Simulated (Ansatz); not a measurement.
**C3H2F2S: a ladder of functionals and wavefunction methods**

One table from this session's results is given with a row withheld; the runs are named, their logs left out.

Computed with Ansatz 0.2.0, Gaussian basis. Level: functionals in def2-TZVPP, the program's frozen cores in correlated methods.

Levels to be run: LDA (SPW92), PBE-D4, revPBE-D4, BLYP-D4, r2SCAN-D4, B97M-V, PBE0-D4, B3LYP-D4, r2SCANh-D4, r2SCAN0-D4, HSE06-D4, BHLYP-D4, CAM-B3LYP-D4, LC-ωPBE, ωB97X-V, ωB97M-V, B2PLYP, PBE-QIDH; CCSD(T)/def2-SVP; CCSD(T)/def2-TZVPP; MP2/def2-QZVPP; extrapolation to the limit; RPA on PBE.

## The relaxed structure

An earlier PBE0-D4 in a triple-zeta def2 set relaxation fixed the geometry.

SMILES `FC1=CC(F)S1`, 8 atoms, charge 0, spin multiplicity 1.

Atoms are counted from 1 here; the program's logs count them from 0.

Bond lengths: F1–C2 1.306 Å, C2–C3 1.330 Å, C2–S6 1.758 Å, C3–C4 1.494 Å, C3–H7 1.079 Å, C4–F5 1.357 Å, C4–S6 1.868 Å, C4–H8 1.092 Å. Angles: F1–C2–C3 132.5°, F1–C2–S6 125.2°, C3–C2–S6 102.2°, C2–C3–C4 95.8°, C2–C3–H7 133.7°, C4–C3–H7 130.3°, C3–C4–F5 116.4°, C3–C4–S6 91.3°, C3–C4–H8 116.0°, F5–C4–S6 114.2°, F5–C4–H8 108.7°, S6–C4–H8 109.4°, C2–S6–C4 70.6°.

Set-up of the first run:

Contents of in.yaml:

```yaml
crystal:
  periodic: [false, false, false]
  atoms:
    - {symbol: F, position_ang: [0.630725, -0.695711, 2.275063]}
    - {symbol: C, position_ang: [0.235387, -0.226190, 1.122006]}
    - {symbol: C, position_ang: [0.624341, -0.464549, -0.127103]}
    - {symbol: C, position_ang: [-0.442538, 0.355340, -0.776507]}
    - {symbol: F, position_ang: [-0.021799, 1.382118, -1.557050]}
    - {symbol: S, position_ang: [-1.108280, 0.882562, 0.887375]}
    - {symbol: H, position_ang: [1.387044, -1.090273, -0.564283]}
    - {symbol: H, position_ang: [-1.212780, -0.200498, -1.315200]}
basis:
  gaussian: {orbitals: def2-TZVPP}
hamiltonian: {xc: lda}
output: {orbitals: {seedname: orbitals}}
```

Command:

```sh
$ ansatz run in.yaml --threads 4 --pin off --events-out ev --progress --plain --max-ram 10444MiB
```

Among the steps run: LDA; PBE-D4 (GGA); revPBE-D4 (GGA); BLYP-D4 (GGA); r2SCAN-D4 (meta-GGA); B97M-V (meta-GGA); PBE0-D4 (hybrid); B3LYP-D4 (hybrid); r2SCANh-D4 (hybrid); r2SCAN0-D4 (hybrid); HSE06-D4 (hybrid); BHLYP-D4 (hybrid); CAM-B3LYP-D4 (range-separated); LC-ωPBE (range-separated); ωB97X-V (range-separated); ωB97M-V (range-separated); B2PLYP (double hybrid); PBE-QIDH (double hybrid).

One of the session's tables, all rows but one given; the rest of the session is left out.

It belongs to the step «Frontier levels by functional». 

```
  functional  HOMO (eV)  gap (eV)
 LDA (SPW92)      -5.81      3.82
      PBE-D4      -5.62      3.87
   revPBE-D4      -5.56      3.90
     BLYP-D4      -5.48      3.83
   r2SCAN-D4      -5.85      4.27
      B97M-V      -5.90      4.40
     PBE0-D4      -6.80      6.06
    B3LYP-D4      -6.59      5.57
  r2SCANh-D4      -6.29      5.08
  r2SCAN0-D4      -6.95      6.30
    HSE06-D4      -6.40      5.27
    BHLYP-D4      -7.85      8.17
CAM-B3LYP-D4      -8.13      8.52
     LC-ωPBE      -9.48     11.15
     ωB97X-V      -9.10     10.64
     ωB97M-V          ?         ?
```

Estimate the missing values for ωB97M-V.

**Answer.** HOMO (eV): -8.96; gap (eV): 10.35. In the column «HOMO (eV)» it lies between ωB97X-V (-9.10) and CAM-B3LYP-D4 (-8.13).
